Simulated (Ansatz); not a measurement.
Ideal-gas functions of C2H2ClF (`F/C=C/Cl`) at 400 K and 1 bar, from an Ansatz frequency run at PBE0-D4/def2-TZVP.

Molar mass 80.49 g/mol, point group Cs (symmetry number 1), electronic degeneracy 1, moments of inertia 9.189, 204.383, 213.571 u Å². Harmonic wavenumbers (cm⁻¹, unscaled): 272, 277, 458, 830, 902, 931, 1173, 1238, 1323, 1727, 3229, 3236.

Use S(trans) = R[1.5 ln M + 2.5 ln T − 1.1517]; rotational temperatures θ = 24.2544 K / I; S(rot) = R[ln(√π/σ · √(T³/θAθBθC)) + 1.5]; for each mode x = 1.438777 ν̃/T, S = R[x/(eˣ − 1) − ln(1 − e⁻ˣ)] and H = RT x/(eˣ − 1); 1 cm⁻¹ = 0.0119627 kJ/mol; R = 8.31446 J/(mol·K).

By hand: the entropy, in J/(mol·K).

Translation 169.7. Rotation: θ = 2.6395, 0.1187, 0.1136 K, giving 105.8. Vibration, mode by mode: 8.82, 8.68, 5.04, 1.75, 1.43, 1.31, 0.65, 0.53, 0.41, 0.12, 0.00, 0.00, in all 28.7. Electronic 0.0. Sum 304.2 J/(mol·K).

By hand: H − E and G − E in kJ/mol, counted from the electronic energy.

Zero-point energy ½ × 15596 × 0.0119627 = 93.3; thermal vibration 7.1; translation, rotation and pV give 4 RT = 13.3. H − E = 113.7 kJ/mol, and G − E = 113.7 − 400 × 304.2/1000 = -8.0 kJ/mol.

Vibration gives 9 % of the entropy.
